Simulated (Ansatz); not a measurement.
**How basis sets differ on AlH (SMILES [AlH])**

AlH, singlet, SMILES `[AlH]`. Each level relaxes the structure for itself.

Each level gives the harmonic wavenumber (cm⁻¹). The values are calculated.

```json
{"level": "HF/STO-3G", "kind": "Hartree–Fock", "program": "Ansatz", "value (cm⁻¹)": "2402"}
{"level": "HF/3-21G", "kind": "Hartree–Fock", "program": "Ansatz", "value (cm⁻¹)": "1712"}
{"level": "HF/6-31G", "kind": "Hartree–Fock", "program": "Ansatz", "value (cm⁻¹)": "1661"}
{"level": "HF/6-31G* (Cartesian functions)", "kind": "Hartree–Fock", "program": "Ansatz", "value (cm⁻¹)": "1770"}
{"level": "HF/6-31G** (Cartesian functions)", "kind": "Hartree–Fock", "program": "Ansatz", "value (cm⁻¹)": "1762"}
{"level": "HF/6-311G** (Cartesian d past Ne)", "kind": "Hartree–Fock", "program": "Ansatz", "value (cm⁻¹)": "1748"}
{"level": "HF/6-311+G** (Cartesian d past Ne)", "kind": "Hartree–Fock", "program": "Ansatz", "value (cm⁻¹)": "1749"}
{"level": "HF/6-311++G(2d,2p)", "kind": "Hartree–Fock", "program": "Ansatz", "value (cm⁻¹)": "1737"}
{"level": "HF/6-311++G(3df,3pd)", "kind": "Hartree–Fock", "program": "Ansatz", "value (cm⁻¹)": "1733"}
```

Harmonic and unscaled. The values span 1661 to 2402 cm⁻¹. Without the sets that lack polarisation functions the rows with a basis span only 1733 to 1770 cm⁻¹.
